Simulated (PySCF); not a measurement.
Zinc-blende GaN (metastable phase) was calculated with PBE0 (GTH pseudopotentials, Gaussian basis, DZ basis; PySCF).

The same calculation (at a fixed cell, not relaxed at this level and not confirmed as the measured one, 11.566 Å³/atom) with different numerical settings:

```csv
run,k mesh,gap on the mesh (eV),total energy (eV/atom)
1,2×2×2,3.887,-1142.7980
2,3×3×3,3.714,-1143.3850
3,4×4×4,3.611,-1143.4675
```

In the column total energy (eV/atom) the first row differs from the last by +0.6695 and the next to last by +0.0825.

The last row is no converged limit: other settings stay fixed.

Spin–orbit coupling is not included.
